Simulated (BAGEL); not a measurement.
**SiH2Cl2 (dichlorosilane (DCS)), step by step**

Aim: the energy (HF/cc-pVDZ), then a single-point energy (NEVPT2(2,2)/cc-pVDZ), then a single-point energy (CASPT2(2,2)/cc-pVDZ) of SiH2Cl2 (dichlorosilane (DCS)). 

The results are computed with BAGEL 1.2.2.

1 further run of the same task is left out (set aside as unsound or not needed).

### 1 The system as given

The species is SiH2Cl2 (5 atoms), meant as a singlet with charge 0. As SMILES, `Cl[SiH2]Cl`. The Si2–H4 distance was set to 4.131 Å, away from the relaxed value. At this shape a bond of the SMILES string is far longer than usual.

Bond lengths: Cl1–Si2 2.040 Å, Si2–Cl3 2.040 Å, Si2–H5 1.476 Å. Angles: Cl1–Si2–Cl3 110.1°, Cl1–Si2–H5 108.5°, Cl3–Si2–H5 108.5°.

### 2 The energy at HF/cc-pVDZ (density fitting with svp-jkfit) (run 1)

Contents of hf.json:

```json
{ "bagel" : [

{
  "title" : "molecule",
  "basis" : "cc-pvdz.json",
  "df_basis" : "svp-jkfit",
  "angstrom" : "true",
  "geometry" : [
    { "atom" : "Cl", "xyz" : [      -1.423456,       1.929476,       2.837427 ] },
    { "atom" : "Si", "xyz" : [      -0.250556,       2.251176,       1.199227 ] },
    { "atom" : "Cl", "xyz" : [      -1.186556,       3.519676,      -0.095873 ] },
    { "atom" : "H", "xyz" : [       0.352000,      -1.362200,      -0.711200 ] },
    { "atom" : "H", "xyz" : [       1.009144,       2.879476,       1.641527 ] }
  ]
},

{ "title" : "hf", "charge" : 0 },

{ "title" : "print", "file" : "orbitals.molden", "orbitals" : "true" }

]}
```

The basis set cc-pVDZ is read from a file made from the Basis Set Exchange's data (not shown).

Launch:

```
$ BAGEL_NUM_THREADS=1 BAGEL hf.json > hf.out
```

Log:

```text
* using 1 threads per process

  ===============================================================
  ===============================================================

  *** Geometry ***

  { "atom" : "Cl", "xyz" : [     -2.689942,      3.646181,      5.361960 ] },
  { "atom" : "Si", "xyz" : [     -0.473482,      4.254106,      2.266211 ] },
  { "atom" : "Cl", "xyz" : [     -2.242266,      6.651224,     -0.181174 ] },
  { "atom" : "H", "xyz" : [      0.665184,     -2.574185,     -1.343973 ] },
  { "atom" : "H", "xyz" : [      1.907006,      5.441421,      3.102036 ] },

  Number of auxiliary basis functions:      420

  Since a DF basis is specified, we compute 2- and 3-index integrals:
    o Being stored without compression. Storage requirement is 0.014 GB

  Number of basis functions:       64
  Number of electrons      :       50

    * METHOD: MOLECULE                             0.14

  *** RHF ***

  === Nuclear Repulsion ===
   185.8542202410

      * DIIS with orbital gradients will be used.

  === RHF iteration (cc-pvdz.json) ===
      0      -1208.88948480          0.00665051           0.05
      1      -1208.92761450          0.00412583           0.05
      2      -1208.93706502          0.00159007           0.05
      3      -1208.93874955          0.00056533           0.05
      4      -1208.93914166          0.00014303           0.05
      5      -1208.93916296          0.00003849           0.05
      6      -1208.93916497          0.00001109           0.05
      7      -1208.93916512          0.00000306           0.05
      8      -1208.93916513          0.00000085           0.05
      9      -1208.93916513          0.00000027           0.05
     10      -1208.93916513          0.00000007           0.05
     11      -1208.93916513          0.00000003           0.05
     12      -1208.93916513          0.00000001           0.05
     13      -1208.93916513          0.00000000           0.05
    * SCF iteration converged.

    * Permanent dipole moment:
           (   -0.184928,    -1.225891,    -0.679389) a.u.

    * METHOD: HF                                   0.74

    * METHOD: PRINT                                0.01

  ===============================================================
```

Run time: 1 s. Hardware: 1 thread of Arm Neoverse V2, shared host; peak memory 0.15 GiB.

### 3 The energy at NEVPT2(2,2)/cc-pVDZ (density fitting with svp-jkfit) (run 2)

Contents of job.json:

```json
{ "bagel" : [

{
  "title" : "molecule",
  "basis" : "cc-pvdz.json",
  "df_basis" : "svp-jkfit",
  "angstrom" : "true",
  "geometry" : [
    { "atom" : "Cl", "xyz" : [   -1.423456,    1.929476,    2.837427 ] },
    { "atom" : "Si", "xyz" : [   -0.250556,    2.251176,    1.199227 ] },
    { "atom" : "Cl", "xyz" : [   -1.186556,    3.519676,   -0.095873 ] },
    { "atom" : "H", "xyz" : [    0.352000,   -1.362200,   -0.711200 ] },
    { "atom" : "H", "xyz" : [    1.009144,    2.879476,    1.641527 ] }
  ]
},
{
  "title" : "hf"
},
{
  "title" : "nevpt2",
  "nstate" : 1,
  "nact" : 2,
  "nclosed" : 24,
  "nspin" : 0,
  "active" : [25, 26],
  "maxiter" : 200,
  "natocc" : "true",
  "ncore" : 15
},
{
  "title" : "print",
  "file" : "orbitals.molden",
  "orbitals" : "true"
}

]}
```

The basis set cc-pVDZ is read from a file made from the Basis Set Exchange's data (not shown).

Launch:

```
$ BAGEL_NUM_THREADS=1 BAGEL job.json > job.out
```

Log:

```text
* using 1 threads per process

  ===============================================================
  ===============================================================

  *** Geometry ***

  { "atom" : "Cl", "xyz" : [     -2.689942,      3.646181,      5.361960 ] },
  { "atom" : "Si", "xyz" : [     -0.473482,      4.254106,      2.266211 ] },
  { "atom" : "Cl", "xyz" : [     -2.242266,      6.651224,     -0.181174 ] },
  { "atom" : "H", "xyz" : [      0.665184,     -2.574185,     -1.343973 ] },
  { "atom" : "H", "xyz" : [      1.907006,      5.441421,      3.102036 ] },

  Number of auxiliary basis functions:      420

  Since a DF basis is specified, we compute 2- and 3-index integrals:
    o Being stored without compression. Storage requirement is 0.014 GB

  Number of basis functions:       64
  Number of electrons      :       50

    * METHOD: MOLECULE                             0.14

  *** RHF ***

  === Nuclear Repulsion ===
   185.8542202410

      * DIIS with orbital gradients will be used.

  === RHF iteration (cc-pvdz.json) ===
      0      -1208.88948480          0.00665051           0.05
      1      -1208.92761450          0.00412583           0.05
      2      -1208.93706502          0.00159007           0.05
      3      -1208.93874955          0.00056533           0.05
      4      -1208.93914166          0.00014303           0.05
      5      -1208.93916296          0.00003849           0.05
      6      -1208.93916497          0.00001109           0.05
      7      -1208.93916512          0.00000306           0.05
      8      -1208.93916513          0.00000085           0.05
      9      -1208.93916513          0.00000027           0.05
     10      -1208.93916513          0.00000007           0.05
     11      -1208.93916513          0.00000003           0.05
     12      -1208.93916513          0.00000001           0.05
     13      -1208.93916513          0.00000000           0.05
    * SCF iteration converged.

    * Permanent dipole moment:
           (   -0.184928,    -1.225891,    -0.679389) a.u.

    * METHOD: HF                                   0.74

    * freezing 15 orbitals
  ---------------------------
      CASSCF calculation
  ---------------------------

    ==== Active orbitals : =====
         Orbital 25
         Orbital 26
    ============================

    * nstate   :      1
    * nclosed  :     24
    * nact     :      2
    * nvirt    :     38
  === CASSCF iteration (cc-pvdz.json) ===

    * Using the second-order algorithm

      0  0     -1209.05545577     7.54e-03      0.01

      1  0     -1209.07908815     4.12e-04      0.23

      2  0     -1209.07914493     7.60e-05      0.23

      3  0     -1209.07914683     1.66e-05      0.24

      4  0     -1209.07914692     3.64e-06      0.24

      5  0     -1209.07914692     7.97e-07      0.24

      6  0     -1209.07914692     1.75e-07      0.21

      7  0     -1209.07914692     3.83e-08      0.20

      8  0     -1209.07914692     8.39e-09      0.19

    * Second-order optimization converged. *

     guess   0:   closed 1.                   open ..

  === FCI iteration ===

      0  0     -1208.91590588     9.44e-02      0.00
      1  0     -1209.07746526     1.24e-02      0.00
      2  0 *   -1209.07914692     5.56e-16      0.00

     * ci vector, state   0, <S^2> = 0.0000
       2.     0.7548331342
       .2    -0.6559168694

  === DF-NEVPT2 calculation ===

    * 3-index integral transformation done
    * assembly done

      NEVPT2 correlation energy:   -0.3445792351      0.05

          (+0)     -0.3128841234
          (+0)'    -0.0028754808
          (+1)     -0.0100462325
          (+1)'    -0.0000000000
          (+2)     -0.0000119194
          (-1)     -0.0187178505
          (-1)'     0.0000000000
          (-2)     -0.0000436286

      NEVPT2 total energy:       -1209.4237261584

    * METHOD: NEVPT2                               2.03

    * METHOD: PRINT                                0.01

  ===============================================================
```

Run time: 3.3 s. Hardware: 1 thread of Arm Neoverse V2, shared host; peak memory 0.15 GiB.

### 4 A single-point energy at CASPT2(2,2)/cc-pVDZ (density fitting with svp-jkfit) (run 3)

Edit job.json of step 3 so:

```diff
@@ -6,3 +6,3 @@
   "df_basis" : "svp-jkfit",
-  "angstrom" : "true",
+  "angstrom" : true,
   "geometry" : [
@@ -19,3 +19,3 @@
 {
-  "title" : "nevpt2",
+  "title" : "casscf",
   "nstate" : 1,
@@ -23,7 +23,5 @@
   "nclosed" : 24,
-  "nspin" : 0,
   "active" : [25, 26],
   "maxiter" : 200,
-  "natocc" : "true",
-  "ncore" : 15
+  "natocc" : true
 },
@@ -32,3 +30,13 @@
   "file" : "orbitals.molden",
-  "orbitals" : "true"
+  "orbitals" : true
+},
+{
+  "title" : "smith",
+  "method" : "caspt2",
+  "ms" : true,
+  "xms" : true,
+  "sssr" : true,
+  "shift" : 0.2,
+  "shift_imag" : true,
+  "ncore" : 15
 }
```

The basis set cc-pVDZ is read from a file made from the Basis Set Exchange's data (not shown).

Launch:

```
$ BAGEL_NUM_THREADS=1 BAGEL job.json > job.out
```

Log:

```text
* using 1 threads per process

  ===============================================================
  ===============================================================

  *** Geometry ***

  { "atom" : "Cl", "xyz" : [     -2.689942,      3.646181,      5.361960 ] },
  { "atom" : "Si", "xyz" : [     -0.473482,      4.254106,      2.266211 ] },
  { "atom" : "Cl", "xyz" : [     -2.242266,      6.651224,     -0.181174 ] },
  { "atom" : "H", "xyz" : [      0.665184,     -2.574185,     -1.343973 ] },
  { "atom" : "H", "xyz" : [      1.907006,      5.441421,      3.102036 ] },

  Number of auxiliary basis functions:      420

  Since a DF basis is specified, we compute 2- and 3-index integrals:
    o Being stored without compression. Storage requirement is 0.014 GB

  Number of basis functions:       64
  Number of electrons      :       50

    * METHOD: MOLECULE                             0.14

  *** RHF ***

  === Nuclear Repulsion ===
   185.8542202410

      * DIIS with orbital gradients will be used.

[... 6 lines left out ...]
    * SCF iteration converged.
[... 1 line left out ...]
    * Permanent dipole moment:
[... 27 lines left out ...]
    * Second-order optimization converged. *
[... 9 lines left out ...]
     * ci vector, state   0, <S^2> = 0.0000
[... 16 lines left out ...]
    * Zeroth order energy : state  0       -0.3620640013

    * CASPT2 iteration is performed using orthogonal basis

      -------------------------------------------  CASPT2 iteration  ---------------------------------------------------
       #      aibj      arbs      arbi      airj      risj      airs      arst      rist         Etot      error   time
      ------------------------------------------------------------------------------------------------------------------

       0  -0.31120  -0.00006  -0.02069  -0.01134  -0.00002  -0.00283   0.00000   0.00000   -0.3461351  0.0004133   0.02
       1  -0.31121  -0.00006  -0.02070  -0.01135  -0.00002  -0.00286  -0.00000  -0.00000   -0.3461997  0.0000540   0.02
       2  -0.31121  -0.00006  -0.02070  -0.01135  -0.00002  -0.00286  -0.00000  -0.00000   -0.3462007  0.0000052   0.02
       3  -0.31121  -0.00006  -0.02070  -0.01135  -0.00002  -0.00287  -0.00000  -0.00000   -0.3462007  0.0000005   0.02

      ------------------------------------------------------------------------------------------------------------------

    * CASPT2 energy : state  0    -1209.4278216482
        w/o shift correction      -1209.4253476598
        reference weight              0.8781403176

    * METHOD: SMITH                                0.18

  ===============================================================
```

Wall time 3.3 s (1 thread of Arm Neoverse V2, shared host); peak memory 0.15 GiB.

### 5 Outcome

| quantity | value |
| --- | --- |
| run 1, HF/cc-pVDZ: total energy | -1208.93917 Eh |
| run 1, HF/cc-pVDZ: dipole moment | 3.59 D |
| run 1, HF/cc-pVDZ: HOMO energy | -7.29 eV |
| run 1, HF/cc-pVDZ: LUMO energy | -2.61 eV |
| run 1, HF/cc-pVDZ: HOMO–LUMO gap | 4.68 eV |
| run 2, NEVPT2(2,2)/cc-pVDZ: total energy | -1209.42373 Eh |
| run 3, CASPT2(2,2)/cc-pVDZ: total energy | -1209.42782 Eh |

What this shows: One bond (run 1, HF/cc-pVDZ) is far stretched, which a spin-restricted single reference describes badly; a broken-symmetry solution may lie lower.
